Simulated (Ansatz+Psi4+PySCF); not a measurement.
```tsv
atom	x (Å)	y (Å)	z (Å)
B	0.0000	0.0000	0.0000
F	0.0000	1.3218	0.0000
F	1.1447	-0.6609	0.0000
F	-1.1447	-0.6609	0.0000
```

Basis set: cc-pVTZ (spherical functions). Correlated methods keep 4 orbitals frozen. Charge 0, multiplicity 1.

Computed with Ansatz (development build ahead of 0.2.0); each method stands on the lowest determinant of its kind that the runs found. Restricted open shells among the atoms or ions are ROHF, correlated in semicanonical orbitals with singles.

Q: Give the atomization energy at this shape (free ground-state atoms in the same class of orbitals less the molecule, no zero-point energy) of singlet BF₃ by RHF-CCSD(T), RHF-CCSD, RHF-MP2.

A:

| method | atomization energy |
| --- | --- |
| RHF-CCSD(T) | 1921.1 kJ/mol |
| RHF-CCSD | 1888.8 kJ/mol |
| RHF-MP2 | 2029.6 kJ/mol |
